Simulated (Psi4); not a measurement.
Psi4 input (wB97X-D/6-31G*):

```
memory 1500 MB

molecule {
1 1
O     0.06462128    0.00157913    0.02700513
H     0.00178962    0.80279151   -0.53584283
H     0.01908461   -0.83637053   -0.48137831
H    -0.53784446    0.02094599    0.80118010
symmetry c1
no_reorient
no_com
}

set {
  basis 6-31G*
  reference rks
  scf_type pk
  dft_radial_points 99
  dft_spherical_points 590
  e_convergence 1e-8
  d_convergence 1e-7
  maxiter 150
}

e = energy('wb97x-d')
print_out(f'\nFINAL {e:.10f} DIPOLE {variable("CURRENT DIPOLE")[0]:.6f} {variable("CURRENT DIPOLE")[1]:.6f} {variable("CURRENT DIPOLE")[2]:.6f}\n')
```

Problem. Predict the final energy.

Solution. -76.66924 Eh.
